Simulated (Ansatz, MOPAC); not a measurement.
One group Y is varied and pulled off as a radical: Y-Sn(OH)3. Gas-phase values, no solvent. Each species was relaxed from one start; no search for lower structures was made at this level. In the def2 sets, heavy atoms carry core potentials. Strings in code marks are SMILES.

Quantity: electronic energy of homolysis of the metal–ligand bond (relaxed doublet parts, no counterpoise, zero-point or spin–orbit term), in kcal/mol. HF references are unrestricted for open shells and restricted for singlets. Semi-empirical values (MOPAC) are differences of heats of formation.

Level 1: frozen-core MP2/def2-TZVPP // PBE0-D3(BJ)/def2-SVP (Ansatz, a program for electronic structure)
Level 2: AM1 // PBE0-D3(BJ)/def2-SVP (MOPAC)
Level 3: PM3 // PBE0-D3(BJ)/def2-SVP (MOPAC)
Level 4: PM7 // PBE0-D3(BJ)/def2-SVP (MOPAC)

```csv
species,level 1,level 2,level 3,level 4
methyl: `[OH][Sn]([OH])([OH])[CH3]`,78.2,47.6,41.2,40.5
but-3-enyl: `C=CC[CH2][Sn]([OH])([OH])[OH]`,77.0,37.3,30.9,29.8
trifluoromethyl: `F[C](F)([Sn]([OH])([OH])[OH])F`,64.0,14.1,9.68,45.1
ethyl: `C[CH2][Sn]([OH])([OH])[OH]`,75.3,37.4,30.7,29.0
isopropyl: `C[CH]([Sn]([OH])([OH])[OH])C`,73.5,28.2,22.4,19.2
"2,2,2-trifluoroethyl: `[OH][Sn]([OH])([CH2]C(F)(F)F)[OH]`",77.8,33.3,25.5,39.2
```
